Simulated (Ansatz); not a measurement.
in.yaml

```yaml
crystal:
  periodic: [false, false, false]
  atoms:
    - {symbol: As, position_ang: [0.000000, 0.000000, 0.000000]}
    - {symbol: H, position_ang: [1.126249, 1.129817, 1.127633]}
    - {symbol: H, position_ang: [-1.130850, -1.124686, 1.128157]}
    - {symbol: H, position_ang: [-1.124946, 1.125978, -1.132762]}
    - {symbol: H, position_ang: [1.129548, -1.131109, -1.123029]}
basis:
  gaussian: {orbitals: 6-31G}
total_charge: 1
hamiltonian: {xc: {name: PBE}}
output: {orbitals: {seedname: orbitals}}
```

```sh
$ ansatz run in.yaml --threads 1 --pin off --events-out ev --progress --plain --max-ram 2393MiB
```

Log:

```
386 factors; integrals over basis functions are off by at most 2.2e-4 eV
mean field evaluation 1: about -60872.5935 eV, gradient 2.0e1 eV
mean field evaluation 2: about -60868.3715 eV, gradient 4.0e1 eV
mean field evaluation 4: about -60874.3652 eV, gradient 7.8e-1 eV
mean field evaluation 8: about -60874.3611 eV, gradient 5.3e-4 eV
mean field -60874.36108275 eV, -2237.0915076673 hartree, gradient 5.0e-6 eV, S^2 0.000000; 0 other end points of the search recorded, 0 dependent functions left out
reference -60874.36111114 eV, -2237.0915087103 hartree; 18, 18 occupied and 19, 19 virtual orbitals, 386 factors
Total energy: -60874.36111114 eV, -2237.0915087103 hartree
```

Ran on 1 thread of Arm Neoverse V2, shared host: 0.51 s wall, 0.07 GiB peak host memory.
